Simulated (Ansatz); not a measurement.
# CHAl (singlet): wave-function methods side by side at distance Al1–C2 = 4.119 Å, 6-31G

The task here is to estimate one member of a computed series from the others.

The runs use Ansatz 0.2.0, Gaussian basis; 6-31G, core rule «outside noble gas», up to 6 orbitals frozen.

Plan: UHF; CCSD(T) on RHF; CCSD(T) on UHF; BCCD(T) on RHF; CISD; CCSDT(Q) on RHF; CCSDT(Q) on UHF; CCSDTQ on RHF; CASSCF and MRCISD+Q, 2 electrons in 2 orbitals; CASSCF and NEVPT2, 2 electrons in 2 orbitals; CASSCF and MRCISD+Q, 8 electrons in 9 orbitals; CASSCF and MRCISD+Q(relaxed), 8 electrons in 9 orbitals; CASSCF and NEVPT2, 8 electrons in 9 orbitals; Full CI.

21 further runs of the same task are left out: 1 for a known fault of the program, 18 that didn't finish, 2 set aside as unsound or not needed.

### The system

The geometry derives from a PBE0/def2-TZVP stationary point (not a proven minimum). One bond is set to the value named and the two fragments are kept rigid.

3 atoms, charge 0, spin multiplicity 1.

Atoms are counted from 1 here; the program's logs count them from 0.

Bond lengths: C2–H3 1.096 Å.

Set-up of the first run:

Input file in.yaml:

```yaml
crystal:
  periodic: [false, false, false]
  atoms:
    - {symbol: Al, position_ang: [0.000000, -0.001895, 3.013647]}
    - {symbol: C, position_ang: [0.000000, -0.354901, -1.090198]}
    - {symbol: H, position_ang: [0.000000, 0.356795, -1.923449]}
basis:
  gaussian: {orbitals: 6-31G}
magnetization: {spin_polarized: true, initial_magnetization: 0}
hamiltonian: {xc: hf}
output: {orbitals: {seedname: orbitals}}
```

Started as:

```console
$ ansatz run in.yaml --threads 1 --pin off --events-out ev --progress --plain --max-ram 2393MiB
```

Among the steps run: UHF; CCSD(T) on RHF; CCSD(T) on UHF; BCCD(T) on RHF; CISD; CCSDT(Q) on RHF; CCSDT(Q) on UHF; CCSDTQ on RHF; CASSCF and MRCISD+Q, 2 electrons in 2 orbitals; CASSCF and NEVPT2, 2 electrons in 2 orbitals; CASSCF and MRCISD+Q, 8 electrons in 9 orbitals; CASSCF and MRCISD+Q(relaxed), 8 electrons in 9 orbitals; CASSCF and NEVPT2, 8 electrons in 9 orbitals; Full CI.

One of the session's tables, all rows but one given; the rest of the session is left out.

| method | from FCI (meV) |
| --- | --- |
| RHF | +5207.5 |
| RMP2 | ? |
| CISD | +1077.7 |
| RCCSD | +278.3 |
| RCCSD(T) | -149.0 |
| BCCD(T) | -18.9 |
| RCCSDT | +23.8 |
| RCCSDT(Q) | -92.7 |
| RCCSDTQ | +0.7 |
| CASSCF pair | +2616.8 |
| NEVPT2 pair | +899.6 |
| FCI | 0 |

Q: Estimate the row for RMP2 from the others.

As computed: from FCI (meV): +1867.5. In the column «from FCI (meV)» it lies between CISD (+1077.7) and CASSCF pair (+2616.8).

Not comparable, so not listed: CASSCF and MRCISD+Q, 2 electrons in 2 orbitals (they don't share determinant, frozen orbitals or solution with the rows shown, or repeat one).

Limits of these values: The report flags that the cluster equations may have other roots. Left out of the table: CASSCF valence, NEVPT2 valence, MRCISD valence, MRCISD+Q valence (the active space lost an orbital or holds another state than full CI finds). Left out of the table: UHF, UMP2, UCCSD, UCCSD(T), UCCSDT, UCCSDT(Q), MRCISD+Q(relaxed) valence (another determinant or state than the rows shown). The program flags RCCSD(T), BCCD(T), RCCSDT(Q), RCCSDTQ as in doubt, so those rows may rest on another solution; read them beside their warnings. RCCSD(T), BCCD(T), RCCSDT(Q) fall below full CI, which methods that aren't variational can do. Warnings in the runs' records: passed over end.
